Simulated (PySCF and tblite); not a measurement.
Results of a calculation; reference values are marked as such.
Stationary points of C5H8S at GFN2-xTB, in Å:

Structure A

```
 1 C    -0.501    1.445    0.176
 2 C    -0.535    0.117    0.015
 3 C    -1.838   -0.619   -0.067
 4 C     0.679   -0.678   -0.088
 5 C     2.014   -0.012   -0.014
 6 S     0.606   -2.302   -0.285
 7 H    -1.412    2.015    0.252
 8 H     0.413    2.007    0.239
 9 H    -1.909   -1.147   -1.016
10 H    -2.676    0.066    0.024
11 H    -1.897   -1.363    0.725
12 H     2.803   -0.755   -0.107
13 H     2.130    0.508    0.937
14 H     2.122    0.719   -0.815
```

Structure B

```
 1 C    -0.720    1.568   -0.584
 2 C    -0.515    0.304   -0.248
 3 C    -1.513   -0.531    0.499
 4 C     0.730   -0.402   -0.617
 5 C     1.810   -0.449    0.407
 6 S     0.884   -1.103   -2.074
 7 H    -1.632    2.078   -0.326
 8 H     0.013    2.134   -1.133
 9 H    -1.772   -1.410   -0.090
10 H    -2.414    0.042    0.699
11 H    -1.093   -0.874    1.444
12 H     2.675   -0.990    0.032
13 H     1.445   -0.933    1.314
14 H     2.101    0.567    0.677
```

Structure C

```
 1 C    -1.113    1.328   -1.034
 2 C    -0.473    0.421   -0.288
 3 C    -1.209   -0.391    0.738
 4 C     0.957    0.192   -0.449
 5 C     1.614   -0.854    0.387
 6 S     1.864    1.043   -1.515
 7 H    -2.168    1.508   -0.927
 8 H    -0.590    1.911   -1.773
 9 H    -1.135   -1.454    0.517
10 H    -2.260   -0.115    0.751
11 H    -0.796   -0.223    1.732
12 H     1.161   -1.829    0.206
13 H     1.497   -0.626    1.447
14 H     2.674   -0.908    0.152
```

Geometries: GFN2-xTB; energies: B3LYP/pcSseg-1 + D3(BJ), IEF-PCM tetrahydrofuran; zero-point and thermal terms from GFN2-xTB harmonic modes (soft modes blended into free rotors).

Task: Which structure is a saddle point, and along which motion?

Result: B: one imaginary mode (59i cm⁻¹ at GFN2-xTB, mostly on C3, C1, C5), along the rotation about the C2–C4 bond (torsion C1–C2–C4–C5 from 0° to 181°, rising).

Task: Give their symmetry and energies above the lowest.

Result: A Cs, 0.0 kcal/mol; B C1, 4.2 kcal/mol; C Cs, 2.4 kcal/mol.
